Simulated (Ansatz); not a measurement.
# doublet PF(-): levels of theory in one basis

```tsv
atom	x (Å)	y (Å)	z (Å)
P	0.0000	0.0000	-0.8653
F	0.0000	0.0000	0.8653
```

Basis set: def2-SVP (spherical functions). Frozen core: 6 orbitals. Correlation on ROHF uses semicanonical orbitals with singles. Charge -1, multiplicity 2.

Computed with Ansatz (development build ahead of 0.2.0); each method stands on the lowest determinant of its kind that the runs found.

```
  method  E − E(ROHF) (eV)  <S²> of the determinant
    ROHF              0.00                     0.75
     UHF             -0.10                     0.76
ROHF-MP2             -7.54                        –
 UHF-MP2             -7.53                     0.76
```

(1) What does ROHF-CCSD(T) give on the same scale?

Answers

(1) -8.15 eV.

Caution: no diffuse functions for an anion.
